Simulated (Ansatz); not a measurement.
Geometry optimisation, Ansatz, RKS PBE0-D4/6-31G*.

The input (input.yaml):

```yaml
crystal:
  periodic: [false, false, false]
  atoms:
    - { symbol: Al, position_ang: [0.0, 0.0, 0.0] }
    - { symbol: C, position_ang: [0.0, 0.0, 2.32] }
    - { symbol: H, position_ang: [-0.9996, -0.3092, 2.6905] }
    - { symbol: H, position_ang: [0.7676, -0.7111, 2.6905] }
    - { symbol: H, position_ang: [0.232, 1.0203, 2.6905] }
    - { symbol: H, position_ang: [1.351, 0.0, -0.78] }
    - { symbol: H, position_ang: [-1.351, 0.0, -0.78] }
    - { symbol: "N", position_ang: [-0.2843, -2.0875, 0.7] }
    - { symbol: H, position_ang: [-0.6995, -2.8131, 0.0484] }
    - { symbol: H, position_ang: [-0.0048, -2.3586, 1.6859] }
    - { symbol: H, position_ang: [-0.181, -1.3289, 1.8561] }
basis:
  gaussian: { orbitals: "6-31G*" }
hamiltonian:
  xc: pbe0
  dispersion: d4
relax:
  f_tol: 0.15
  max_steps: 25
  restrain:
    - { distance: [0, 7], at: 1.92, k: 30.0 }
    - { distance: [10, 1], at: 1.11, k: 30.0 }
    - { distance: [0, 1], at: 3.17, k: 30.0 }
    - { distance: [10, 7], at: 2.26, k: 30.0 }
```

Run as:

```bash
$ ansatz run input.yaml --threads 1 --pin off --max-ram 2048MiB --backend cpu --events-out ev --progress --plain --runs-dir out
```

Where does it end, and by what steps?

The forces met the threshold. The restraints hold the end off the free minimum. After 12 steps the energy has fallen by 5.159 eV (the restraints' own energy left out); H10 moved furthest, 1.27 Å. Joined: C2–H11 (1.42 → 1.10 Å).

```json
{"step": "0", "energy less start (eV)": "0.0000", "largest force component (eV/Å)": "3.205", "accepted": "yes"}
{"step": "1", "energy less start (eV)": "0.0182", "largest force component (eV/Å)": "3.658", "accepted": "yes"}
{"step": "2", "energy less start (eV)": "-0.3721", "largest force component (eV/Å)": "3.985", "accepted": "yes"}
{"step": "3", "energy less start (eV)": "-2.1912", "largest force component (eV/Å)": "4.088", "accepted": "yes"}
{"step": "4", "energy less start (eV)": "-3.9083", "largest force component (eV/Å)": "2.019", "accepted": "yes"}
{"step": "5", "energy less start (eV)": "-4.6234", "largest force component (eV/Å)": "1.541", "accepted": "yes"}
{"step": "6", "energy less start (eV)": "-4.8242", "largest force component (eV/Å)": "1.292", "accepted": "yes"}
{"step": "7", "energy less start (eV)": "-4.9373", "largest force component (eV/Å)": "1.393", "accepted": "yes"}
{"step": "8", "energy less start (eV)": "-5.0452", "largest force component (eV/Å)": "1.432", "accepted": "yes"}
{"step": "9", "energy less start (eV)": "-5.1165", "largest force component (eV/Å)": "1.554", "accepted": "yes"}
{"step": "10", "energy less start (eV)": "-5.1511", "largest force component (eV/Å)": "1.464", "accepted": "yes"}
{"step": "11", "energy less start (eV)": "-5.1289", "largest force component (eV/Å)": "1.400", "accepted": "no"}
{"step": "12", "energy less start (eV)": "-5.1595", "largest force component (eV/Å)": "1.519", "accepted": "yes"}
```

```xyz
11
Properties=species:S:1:pos:R:3
Al -0.023 -0.550 -0.380
C -0.080 -0.068 2.753
H -0.879 0.042 3.489
H 0.873 -0.236 3.262
H -0.005 0.859 2.174
H 1.432 0.080 -0.305
H -1.300 0.177 -0.985
N -0.272 -2.279 0.274
H -1.107 -2.833 0.120
H 0.488 -2.849 0.620
H -0.297 -0.932 2.101
```

The run took 38 s on 1 thread of Arm Neoverse V1 (shared host), peak memory 0.14 GiB.
